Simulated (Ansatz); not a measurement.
A made-up structure of AlSiNH4, singlet:

```xyz
7
angstrom
N -1.5705 -0.8223 -1.1957
Si -0.7605 0.4157 -0.5521
Al 1.2142 0.2056 0.9100
H -1.2423 -1.7588 -0.9827
H -2.2161 -0.9659 -1.9722
H 1.7081 -1.2668 1.2257
H 1.9575 1.4728 1.5083
```

It is relaxed with PBE-D4/def2-SVP and then PBE0-D4/def2-TZVP (Ansatz 0.2.0). Atoms count as bonded within 1.22 times the sum of their covalent radii (H–H: 0.88 Å). The end point is not checked to be a true minimum.

(1) Does its bonding change? (Judge from chemistry; the calculation decides.)

## Answers

(1) The calculation gives: No: no bond forms or breaks.

Where it ends: The first stage lowers the energy by 1.12 eV in 15 steps. It ends as AlSiNH₄ ([NH2][Si][AlH2]):
```
7
angstrom
N -1.2688 -0.8348 -1.0525
Si -1.0059 0.8406 -0.7849
Al 0.9598 0.2338 0.7184
H -0.7354 -1.6038 -0.6684
H -2.0182 -1.1623 -1.6463
H 1.1932 -1.3564 0.8345
H 1.9655 1.1633 1.5403
```

Labels in which every atom is bracketed show which atoms are joined, not bond orders.

For scale, one of the runs: PBE0-D4/def2-TZVP relaxation, 129 basis functions, launched by `ansatz run in.yaml --threads 2 --pin off --events-out ev --progress --plain --max-ram 4352MiB`. Hardware: 2 CPU threads of an Arm Neoverse V2, shared host. Wall time about 25 s.
